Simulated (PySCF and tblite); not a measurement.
Molecule: C3H7NO, numbered as in [CH2:1]1[CH2:2][O:3][CH2:4][NH:5]1; H are named by their carrier, a and b as at the first point (Å):

```
C1      -0.651    0.855   -0.077
C2      -0.980   -0.660   -0.155
O3       0.167   -1.304    0.353
C4       1.236   -0.454   -0.004
N5       0.784    0.906    0.208
H1a     -0.842    1.339   -1.039
H1b     -1.228    1.365    0.694
H2a     -1.158   -0.963   -1.195
H2b     -1.833   -0.949    0.459
H4a      2.110   -0.709    0.595
H4b      1.470   -0.575   -1.075
H5       0.932    1.164    1.179
```

The ring 1–2–3–4–5 is held at Altona–Sundaralingam phase angles P (ν_j = ν_max cos(P + 144°(j − 2)), ν_j about the bond from ring atom j to j + 1, counted from 0) and the rest relaxed at GFN2-xTB. Energies: PBE0/pcSseg-1 + D3(BJ). Couplings: B3LYP/6-31G* with H pcJ-1, gas phase, for ¹H. Programs: tblite and PySCF.

³J(H4b,H5) against the H–C4–N5–H torsion:

```tsv
torsion °	J (Hz)
79	-0.7
86	-0.7
88	-0.5
104	1.2
112	2.7
132	8.1
138	?
156	13.3
164	14.0
```

Problem. Fit J = A cos²φ + B cos φ + C to the complete rows and predict the withheld coupling.

Solution. A = 11.26, B = -4.49, C = -0.38 Hz (8 points, rms 0.23 Hz). At 138°, cos φ = -0.743 and J = 9.2 Hz; the calculation gave 9.3 Hz. The curve holds between 79° and 164° alone.

The scan took 2.3 min on 1 thread of AMD EPYC 7B13, shared host (rough), peak memory 0.67 GiB, launched as `OMP_NUM_THREADS=1 python ens_run.py task.json out`.
